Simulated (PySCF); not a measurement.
**CS2: rigid scans about the minimum**

How stiff is CS2 (singlet) against rigid distortions? The scans start from its wB97X minimum.

The runs use PySCF 2.14.0; wB97X, basis C def2-TZVP, S def2-TZVP, no relativity, density fitting.

## (1) Where the work starts

3 atoms, charge 0, spin multiplicity 1.

Bond lengths: C1–S2 1.544 Å, C1–S3 1.544 Å. Angles: S2–C1–S3 180.0°.

Coordinates in bohr (charge 0 multiplicity 1):
```
C     0.0000    0.0000    0.0000
S     0.0000    0.0000    2.9185
S     0.0000    0.0000   -2.9185
```

## (2) Breathing scan

One driver script runs all scans and calls PySCF for each point, on a (75, 302) grid.

The run is started by

```bash
$ OMP_NUM_THREADS=4 python axn.py task.json out
```

A rigid scan with wB97X: all bonds to the central atom are scaled together. Each point starts from its neighbour's orbitals, and energies count from the minimum.

```csv
scale of all bonds to the centre,energy (kJ/mol)
0.88,273.9
0.92,108.1
0.96,24.1
1.00,0.0
1.04,19.1
1.08,69.0
1.14,180.8
1.22,364.9
1.35,675.4
```

The scan needed 5.8 s of wall time on 4 threads of Intel Xeon 6975P-C (Granite Rapids), shared host.

## (3) Stretching one bond

A rigid scan with wB97X: the bond from C to the last atom (S) is scaled and the rest held.

```csv
scale of one bond,energy (kJ/mol),dipole size (D)
0.92,49.3,0.96
0.96,11.0,0.48
1.00,0.0,0.00
1.05,13.2,0.58
1.12,62.8,1.35
1.20,141.4,2.17
1.35,295.0,3.46
1.55,443.5,4.35
1.80,534.8,4.04
2.20,591.3,2.90
```

The scan took 6.4 s.

A restricted determinant lies too high at long bonds, where the pair should uncouple.

## (4) Bending curve

A rigid scan with wB97X: the S–C–S angle changes, with bonds held.

```csv
bond angle (°),energy (kJ/mol),dipole size (D)
80,1266.6,0.58
90,859.5,0.06
100,581.8,0.26
110,392.4,0.41
120,261.0,0.45
130,168.2,0.42
140,101.9,0.36
150,55.2,0.28
160,23.9,0.19
170,5.9,0.09
180,0.0,0.00
```

The scan took 7.1 s.

## (5) Bend–stretch map

A rigid scan with wB97X: rows scale both bonds, columns set the S–C–S angle.

Energy (kJ/mol):

```csv
scale \ angle,90,105,120,135,150,165,180
0.94,1100.1,647.1,380.7,221.0,125.5,73.8,57.4
0.97,961.2,544.8,303.9,160.4,74.5,28.0,13.2
1.00,859.5,478.2,261.0,132.3,55.2,13.3,0.0
1.03,788.0,440.3,245.1,129.8,60.7,23.1,11.1
1.06,741.2,425.4,250.3,147.3,85.5,51.7,40.9
1.10,709.6,433.1,282.4,194.0,140.8,111.6,102.2
```

The map took 29 s.

Best bond scale on the grid: 1.10 (edge of the grid) at 90°, 1.06 at 105°, 1.03 at 120°, 1.03 at 135°, 1.00 at 150°, 1.00 at 165°, 1.00 at 180°.

## (6) Map over both bonds

A rigid scan with wB97X: rows scale the first bond (C–S), columns the second (C–S).

Energy (kJ/mol):

```csv
scale \ scale,0.94,0.97,1.00,1.04,1.09,1.15
0.94,57.4,34.6,26.1,31.7,57.9,106.5
0.97,34.6,13.2,6.0,13.1,41.1,91.6
1.00,26.1,6.0,0.0,8.6,38.3,90.6
1.04,31.7,13.1,8.6,19.1,50.9,105.5
1.09,57.9,41.1,38.3,50.9,85.0,142.2
1.15,106.5,91.6,90.6,105.5,142.2,202.3
```

The map needed 24 s of wall time on 4 threads of Intel Xeon 6975P-C (Granite Rapids), shared host.

## (7) Results

| quantity | value |
| --- | --- |
| all bonds 4 % longer | 19.1 kJ/mol |
| one bond 20 % longer | 141.4 kJ/mol |

**Reading.** Shortening all bonds by 4 % costs 24.1 kJ/mol and lengthening them 19.1: the wall is steeper on the short side.
